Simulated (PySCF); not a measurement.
Molecule: `NC#N`, CH₂N₂.

Molfile (atoms numbered from 1):
```
CH2N2
     RDKit          3D

  5  4  0  0  0  0  0  0  0  0999 V2000
    1.8506   -0.0310   -0.4906 N   0  0  0  0  0  0  0  0  0  0  0  0
    0.7150   -0.0120   -0.2452 C   0  0  0  0  0  0  0  0  0  0  0  0
   -0.6009    0.0098   -0.0213 N   0  0  0  0  0  0  0  0  0  0  0  0
   -0.9686    0.8670    0.3770 H   0  0  0  0  0  0  0  0  0  0  0  0
   -0.9961   -0.8337    0.3800 H   0  0  0  0  0  0  0  0  0  0  0  0
  1  2  3  0
  2  3  1  0
  3  4  1  0
  3  5  1  0
M  END
```

Spin–spin couplings on one PBE0-D3(BJ)/def2-SVP geometry, PySCF, gas phase, non-relativistic, equivalent pairs averaged; isotopes 15N, 1H, 13C; functional B3LYP.

How do the couplings (Hz) change with the basis set? Times are CPU seconds on 1 thread of an Arm Neoverse N1, shared host. Far from the basis limit: 6-31G-J, pcJ-0, 6-31G*, def2-TZVP, cc-pVTZ.

Answers


| basis set | functions | 1J(N3,H4) | 1J(C2,N3) | 1J(N1,C2) | 2J(H4,H5) | 2J(N1,N3) | 2J(C2,H4) | core-s |
| --- | --- | --- | --- | --- | --- | --- | --- | --- |
| 6-31G-J | 44 | -96.1 | -24.9 | -4.5 | -6.8 | -4.5 | -2.1 | 2.8 |
| pcJ-0 | 45 | -77.9 | -15.8 | 12.6 | -4.5 | -4.5 | -1.1 | 2.6 |
| 6-31G* | 46 | -87.8 | -30.0 | -17.2 | -6.0 | -2.1 | -2.5 | 2.9 |
| pcJ-1 | 101 | -91.6 | -26.9 | -17.7 | -4.8 | -3.4 | -2.2 | 5.6 |
| def2-TZVP | 105 | -85.4 | -24.8 | -13.9 | -5.6 | -3.9 | -2.2 | 6.3 |
| cc-pVTZ | 118 | -77.3 | -26.5 | -49.3 | -4.4 | -4.2 | 0.0 | 7.1 |
| aug-cc-pVTZ-J | 178 | -93.2 | -24.8 | -15.8 | -4.8 | -3.6 | -2.1 | 12 |
| pcJ-2 | 201 | -92.3 | -24.3 | -16.0 | -4.5 | -3.5 | -2.1 | 15 |

The Fermi-contact term samples the wavefunction at the nucleus, which is why sets with added tight s functions (names with J) are made for couplings.
